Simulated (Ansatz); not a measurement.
Computed with frozen-core CCSD(T)/cc-pVTZ run with Ansatz (an electronic-structure program).

Ansatz 0.2 input:
```yaml
crystal:
  periodic: [false, false, false]
  atoms:
    - { symbol: Cl, position_ang: [0.0, 0.0, 0.0] }
basis:
  gaussian: { orbitals: cc-pVTZ }
correlation:
  method: ccsd_t
magnetization:
  spin_polarized: true
  initial_magnetization: 1
```

Output:

```
Functional definition: HF
196 factors; integrals over basis functions are off by at most 1.5e-4 eV
mean field evaluation 1: about -12503.0172 eV, gradient 5.7e0 eV
mean field evaluation 2: about -12503.0196 eV, gradient 5.7e0 eV
mean field evaluation 4: about -12503.2315 eV, gradient 5.2e-1 eV
mean field evaluation 8: about -12503.2356 eV, gradient 4.2e-3 eV
mean field evaluation 16: about -12503.2330 eV, gradient 5.9e-1 eV
mean field evaluation 32: about -12503.2356 eV, gradient 2.6e-3 eV
mean field evaluation 64: about -12503.2356 eV, gradient 4.0e-3 eV
mean field -12503.23561632 eV, -459.4854339022 hartree, gradient 3.9e-6 eV, S^2 0.759299; 4 other end points of the search recorded, 0 dependent functions left out
5 core orbitals not correlated
reference -12503.23561632 eV, -459.4854339022 hartree; 4, 3 occupied and 25, 26 virtual orbitals, 196 factors
second order -4.29743940 eV of doubles, -0.00000000 eV of singles
cycle   1  -4.78249330 eV  change   -4.9e-1 eV  update   3.8e-2
cycle   2  -4.91513560 eV  change   -1.3e-1 eV  update   1.2e-2
cycle   3  -4.92155891 eV  change   -6.4e-3 eV  update   2.6e-3
cycle   4  -4.92111160 eV  change    4.5e-4 eV  update   3.9e-4
cycle   5  -4.92107844 eV  change    3.3e-5 eV  update   9.5e-5
cycle   6  -4.92110391 eV  change   -2.5e-5 eV  update   2.7e-5
cycle   7  -4.92110386 eV  change    5.2e-8 eV  update   7.2e-6
perturbative correction -0.15039659 eV, -0.0055269728 hartree
Total energy: -12508.30711677 eV, -459.6718081062 hartree
```

Cost: about 1.5 core-seconds (a rough figure).
